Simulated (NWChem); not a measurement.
**SiO: a line through the functionals**

SiO: 2 atoms, total charge 0, spin state singlet. SMILES: `O=[Si]`. Geometry: relaxed at PBE0-D4/def2-TZVP.

The dipole moment y, in D, basis def2-TZVPPD; a is the functional's share of exact exchange. Programs: NWChem 7.3.0.

```
functional  program     a  y (D)
       PBE   NWChem     0   2.88
    revPBE   NWChem     0   2.84
     B3LYP   NWChem   0.2   3.19
      PBE0   NWChem  0.25      ?
     BHLYP   NWChem   0.5   3.46
```

Fit y = c + s·a to the known rows and predict PBE0.


1. Means of the 4 rows: a = 0.1750, y = 3.092.
2. Σ(Δa)² = 0.1675, Σ(Δa·Δy) = 0.20325, so the slope is 0.20325/0.1675 = 1.2134.
3. Intercept: 3.092 − (1.2134) × 0.1750 = 2.880. The largest residual of the fit is 0.067.
4. PBE0: 2.880 + (1.2134) × 0.25 = 3.18 D.

The run gave 3.13 D, so the prediction is off by +0.05 D, within the scatter of the fit. More exact exchange makes the molecule more polar here.
